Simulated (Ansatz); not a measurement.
# CHOSi: the cost of one run

Program: Ansatz 0.2.0, Gaussian basis. Level of theory: the settings change from run to run. These are calculated values, not measurements.

25 further runs of the same task are left out: 15 that didn't finish, 10 set aside as unsound or not needed. Runs told in other sessions of the task aren't counted.

## (1) The geometry

The geometry is a PBE0/def2-TZVP stationary point (not a proven minimum) with its atoms shifted at random (size 0.100 Å).

4 atoms, charge 0, spin multiplicity 2.

Atoms are counted from 1 here; the program's logs count them from 0.

Bond lengths: C1–Si2 1.732 Å, C1–H4 1.054 Å, Si2–O3 1.527 Å. Angles: Si2–C1–H4 126.1°, C1–Si2–O3 153.6°.

## (2) CCSD on ROHF/cc-pVDZ

in.yaml

```yaml
crystal:
  periodic: [false, false, false]
  atoms:
    - {symbol: C, position_ang: [0.105909, -0.248476, 1.697353]}
    - {symbol: Si, position_ang: [-0.058965, 0.165477, 0.023365]}
    - {symbol: O, position_ang: [0.017655, -0.130798, -1.473150]}
    - {symbol: H, position_ang: [0.100764, 0.426177, 2.507002]}
basis:
  gaussian: {orbitals: cc-pVDZ}
magnetization: {spin_polarized: false, initial_magnetization: 1}
correlation: {method: ccsd, electrons: outside_noble_gas}
accuracy: high
output: {forces: true}
```

Started as:

```bash
$ ansatz run in.yaml --threads 1 --pin off --events-out ev --progress --plain --max-ram 2393MiB
```

What time and memory should one allow on 1 thread of Intel Xeon Platinum 8375C at 2.90GHz, shared host?

About 27 s, with a peak of 0.28 GiB.
